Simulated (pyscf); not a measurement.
Single points on ωB97X-D3(BJ)/def2-SVP structures (PySCF, gas phase).

Problem. For `[NH][GaH2]` [doublet] + `[H][H]` -> `[NH2][GaH2]` + `[H]` [doublet], a hydrogen abstraction (doublet surface; H–H broken, H–N formed), PBE/def2-TZVP gives ΔE‡ = 1.2 kcal/mol and ΔE = -12.0 kcal/mol (zero: the separated reactants). In which direction and how far do B3LYP-D3(BJ)/def2-TZVP, M06-2X/def2-TZVP, ωB97M-D3(BJ)/def2-TZVP move these?

Solution. B3LYP-D3(BJ): ΔE‡ = 4.8 kcal/mol, ΔE = -7.7 kcal/mol; M06-2X: ΔE‡ = 7.9 kcal/mol, ΔE = -12.8 kcal/mol; ωB97M-D3(BJ): ΔE‡ = 6.7 kcal/mol, ΔE = -11.8 kcal/mol. PBE's barrier lies under all of them, by 3.6 to 6.7 kcal/mol. Its reaction energy lies among theirs. •HN–GaH₂ lies 34.2 kcal/mol over its isomer [H₂N–GaH]• (electronic energy, ωB97M-D3(BJ)/def2-TZVP). This is the saddle that the search found; another between the same sides may lie lower. The angle at the transferred H is 158°. Elements up to Kr have no core potential and no relativistic terms here.
